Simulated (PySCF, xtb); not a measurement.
**AlHOS: which of two structures lies lower**

We compare X, a singlet given by its coordinates, with Y, a singlet given by its coordinates. Both are isolated molecules in the gas phase, relaxed with PBE-D3(BJ)/def2-SVP.

X (Å):

```yaml
atoms:
  - { symbol: Al, position_ang: [0.1635, -1.1639, 0.1265] }
  - { symbol: O, position_ang: [1.5762, -1.9421, -0.0661] }
  - { symbol: S, position_ang: [-1.7263, -0.0993, 0.3868] }
  - { symbol: H, position_ang: [-1.0513, 1.0826, 0.5096] }
```

Close contacts (Å): Al1–O2 1.62, Al1–S3 2.18, S3–H4 1.37.

Y (Å):

```xyz
4

Al    1.2197   -0.6571    1.9881
O    -0.1481    0.1360    2.6065
S     2.8390   -1.6286    1.2739
H    -0.5249    0.9800    2.3130
```

Close contacts (Å): Al1–O2 1.70, Al1–S3 2.02, O2–H4 0.97.

Estimate E(Y) − E(X) at the level CCSD(T)/def2-TZVP.

Calculated at CCSD(T)/def2-TZVP: E(Y) − E(X) = −128.8 kJ/mol, so structure Y lies lower.

The same difference at several levels:

| level | geometry | E(Y) − E(X) (kJ/mol) | departure from the last row (kJ/mol) | job, with rough time for the two |
| --- | --- | --- | --- | --- |
| GFN2-xTB | GFN2-xTB | −111.4 | +17.5 | optimisation, 0.3 s |
| HF/STO-3G | GFN2-xTB | −44.2 | +84.7 | single point, 1.8 s |
| r2SCAN-D4/def2-SVP | GFN2-xTB | −134.0 | −5.2 | single point, 8.7 s |
| PBE-D3(BJ)/def2-SVP | PBE-D3(BJ)/def2-SVP | −115.0 | +13.8 | optimisation, 80 s |
| HF/def2-TZVP | PBE-D3(BJ)/def2-SVP | −179.9 | −51.0 | part of the CCSD(T) run |
| MP2/def2-TZVP | PBE-D3(BJ)/def2-SVP | −120.6 | +8.2 | part of the CCSD(T) run |
| CCSD(T)/def2-TZVP | PBE-D3(BJ)/def2-SVP | −128.8 |  | single point, 36 s |

The levels shown agree on the order. The largest departure from CCSD(T)/def2-TZVP is that of HF/STO-3G, 84.7 kJ/mol.

With thermal terms from frequencies at re-optimised GFN2-xTB minima (ideal gas, soft modes damped towards free rotors, one conformer each, 400 K, 1 atm): on the last row, ΔE + ΔZPE = −120.8, ΔH = −121.1, ΔG = −113.1 kJ/mol.

The T1 diagnostic of structure X is large, so the coupled-cluster value is less sure. The correlated steps freeze 11 core orbitals. Codes used: PySCF 2.14.0, xtb 6.7.1; the last row on 2 threads of Intel(R) Xeon(R) Platinum 8259CL CPU @ 2.50GHz (Skylake/Cascade Lake) on a shared host.
